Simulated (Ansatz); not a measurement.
HCl beside C2H3N: one fragment in the basis of the whole pair (the partner's atoms are ghosts).

Input (in.yaml):

```yaml
crystal:
  periodic: [false, false, false]
  atoms:
    - {symbol: C, position_ang: [0.624650, -0.289574, 1.508573]}
    - {symbol: C, position_ang: [0.070550, -0.038849, 0.195609]}
    - {symbol: N, position_ang: [-0.368298, 0.159936, -0.845039]}
    - {symbol: H, position_ang: [1.713951, -0.312072, 1.453970]}
    - {symbol: H, position_ang: [0.319428, 0.499161, 2.197620]}
    - {symbol: H, position_ang: [0.267683, -1.248949, 1.885695]}
basis:
  gaussian:
    orbitals: 6-31G
    ghost_atoms:
      - {symbol: Cl, position_ang: [-1.548433, 0.730914, -3.792773]}
      - {symbol: H, position_ang: [-1.079532, 0.499333, -2.603754]}
hamiltonian: {xc: {name: B3LYP}, dispersion: d4}
```

Run by:

```bash
ansatz run in.yaml --threads 4 --pin off --events-out ev --progress --plain --max-ram 9574MiB
```

What Ansatz 0.2.0 printed:

```
Functional definition: B3LYP
  name "B3LYP"
  cite "Stephens, Devlin, Chabalowski & Frisch, J. Phys. Chem. 98, 11623 (1994) doi:10.1021/j100096a001"
  cite "Becke, Phys. Rev. A 38, 3098 (1988) doi:10.1103/PhysRevA.38.3098"
  cite "Lee, Yang & Parr, Phys. Rev. B 37, 785 (1988) doi:10.1103/PhysRevB.37.785"
  cite "Vosko, Wilk & Nusair, Can. J. Phys. 58, 1200 (1980) doi:10.1139/p80-159"
  parameter a0 = 0.2
  parameter ax = 0.72
  parameter ac = 0.81
  exchange = (1 - a0 - ax)*slater_x + ax*b88_x + a0*exact_x
  correlation = (1 - ac)*vwn_rpa_c + ac*lyp_c
617 factors; integrals over basis functions are off by at most 8.7e-4 eV
mean field evaluation 1: about -3606.6901 eV, gradient 4.6e1 eV
mean field evaluation 2: about -3598.8819 eV, gradient 7.4e1 eV
mean field evaluation 4: about -3611.3506 eV, gradient 2.0e0 eV
mean field evaluation 8: about -3611.3541 eV, gradient 8.5e-2 eV
mean field -3611.35409066 eV, -132.7148149679 hartree, gradient 4.5e-6 eV, S^2 0.000000; 0 other end points of the search recorded, 0 dependent functions left out
reference -3611.35426034 eV, -132.7148212035 hartree; 11, 11 occupied and 37, 37 virtual orbitals, 617 factors
Total energy: -3611.45782130 eV, -132.7186269987 hartree
```

The run took about 0.5 s on 4 CPU threads of an Arm Neoverse V1 (shared host).
